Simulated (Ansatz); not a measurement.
`[BH]CC` radical at its PBE0-D4/def2-TZVP geometry, where that method's forces vanish. Charge 0, multiplicity 2.

```xyz
9

B     0.1604   -1.3028   -0.9835
C    -0.1017    0.1112   -0.4416
C     0.0804    0.3811    1.0477
H     0.0654   -1.6807   -2.1149
H     0.5312    0.7849   -1.0443
H    -1.1233    0.3718   -0.7673
H    -0.1375    1.4216    1.3004
H     1.1042    0.1668    1.3609
H    -0.5792   -0.2540    1.6427
```

Question: What forces (eV/Å) does PBE-D4/def2-TZVPP give on these atoms in the Gaussian-basis code of Ansatz? (Best estimate.)

Answer: Computed: 
```
B1   0.005  0.021  0.060
C2   0.063 -0.242  0.010
C3  -0.003  0.037  0.043
H4  -0.005 -0.066 -0.130
H5   0.116  0.142 -0.144
H6  -0.206  0.062 -0.090
H7  -0.041  0.207  0.065
H8   0.195 -0.041  0.066
H9  -0.123 -0.121  0.120
```
